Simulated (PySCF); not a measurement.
# Working with the constants of SiB⁺

UHF-CCSD(T) constants of SiB⁺, ³Π (triplet), unpaired electrons σ ↑, π ↑ (PySCF, no relativity, basis sets Si 6-31G(d,p), B 6-31G(d,p); masses 27.9769 and 11.0093 u):

- ωe: 515.2 cm⁻¹
- ωexe: 7.09 cm⁻¹
- Be: 0.47462 cm⁻¹
- αe: 0.00697 cm⁻¹
- D (centrifugal): 1.61e-06 cm⁻¹
- De to Si⁺ + B: 2.34 eV

(1) Give the vibrational terms G(v) and spacings up to v = 6.

(2) How well does the Morse estimate ωe²/(4ωexe) reproduce De, and what is D0?

Correlated steps freeze 6 core orbitals. Correlated levels converge slowly with the basis: in double zeta they bind strong bonds too weakly, by up to about 1 eV, and carry superposition errors of some tenths. For an ion De counts to the pair picked by the measured ionisation energies or electron affinities, which need not be the lowest pair at this level. The state is the lowest determinant that a PBE0 search found; another state may lie lower at other levels.

## Answers

(1) G(v) = ωe(v+½) − ωexe(v+½)².

```
v  G(v) (cm⁻¹)  G(v) − G(v−1)  Bv (cm⁻¹)
0          256                    0.4711
1          757            501     0.4642
2         1244            487     0.4572
3         1716            473     0.4502
4         2175            458     0.4433
5         2619            444     0.4363
6         3049            430     0.4293
```

(2) It gives 1.16 eV, 50 % of the computed De. D0 = De − G(0) = 2.34 − 0.03 = 2.31 eV.
